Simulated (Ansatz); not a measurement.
A nudged elastic band was laid between two geometries of H₅S₂Si (8 atoms, charge 1, multiplicity 1).

Method: Ansatz 0.2.0, RKS PBE0-D4/6-31G.

```json
{"movable images": "7", "climbing image": "yes", "spring": "5.0 eV/Å²", "optimiser": "quadratic models (default)", "start path": "IDPP", "force threshold": "0.03 eV/Å", "iteration limit": "60", "end points": "relaxed"}
```

Initial state:

```xyz
8
Properties=species:S:1:pos:R:3
Si -0.920 1.246 -0.609
S 0.225 0.272 1.170
S 1.014 -1.636 0.215
H -1.996 0.288 -0.989
H 0.094 1.498 -1.672
H -1.375 2.454 0.139
H 2.337 -1.564 0.589
H 0.619 -2.558 1.158
```

Final state:

```xyz
8
Properties=species:S:1:pos:R:3
Si -0.797 1.090 -0.507
S 0.230 0.448 1.476
S 1.232 -1.534 1.042
H -1.780 0.015 -0.832
H 0.296 1.222 -1.516
H -1.383 2.372 -0.024
H 0.241 -2.304 0.469
H 1.960 -1.310 -0.108
```

(1) Which bonds break or form, and what moves?

(2) What energy profile does the band end with?

(3) What is the geometry of the highest image?

(4) What are the harmonic wavenumbers there?

Results:

(1) No bond is made or broken. The dihedral Si1–S2–S3–H8 goes from -131 to 50°.

(2) The forces met the threshold. The highest image is number 5 of 0 to 8, 0.214 eV above the first end and 0.056 eV above the last; the last end lies 0.158 eV above the first. A vibrational analysis at the climbing image gives one clearly imaginary mode, 157i cm⁻¹: a first-order saddle point. Limits of this set-up: no polarisation functions, the dipole of an ion depends on the origin.

```
image  path coordinate (Å)  energy (eV)  dihedral Si1–S2–S3–H8 (°)
    0                 0.00        0.000                       -131
    1                 0.62        0.015                       -151
    2                 1.24        0.059                       -175
    3                 1.86        0.123                        160
    4                 2.48        0.186                        134
    5                 3.10        0.214                        108
    6                 3.63        0.197                         86
    7                 4.15        0.169                         65
    8                 4.68        0.158                         50
```

(3) 
```xyz
8
Properties=species:S:1:pos:R:3:forces:R:3
Si -0.418 1.354 -0.527 0.00 -0.01 0.00
S -0.765 -0.098 1.254 0.00 0.01 0.00
S 0.177 -2.094 0.646 0.00 -0.01 0.00
H -1.102 0.751 -1.708 0.00 0.00 0.00
H 1.061 1.482 -0.687 0.00 0.00 0.00
H -1.100 2.532 0.079 0.00 0.01 0.00
H 0.862 -1.832 -0.523 0.00 0.00 0.00
H 1.285 -2.096 1.466 0.00 0.00 0.00
```

(4) 157i, 88, 119, 362, 401, 563, 580, 719, 735, 828, 856, 901, 1189, 2221, 2271, 2280, 2493, 2531 cm⁻¹.

Run time: 2.9 min on 1 thread of Arm Neoverse V1, with other jobs on the host, peak memory 0.11 GiB.
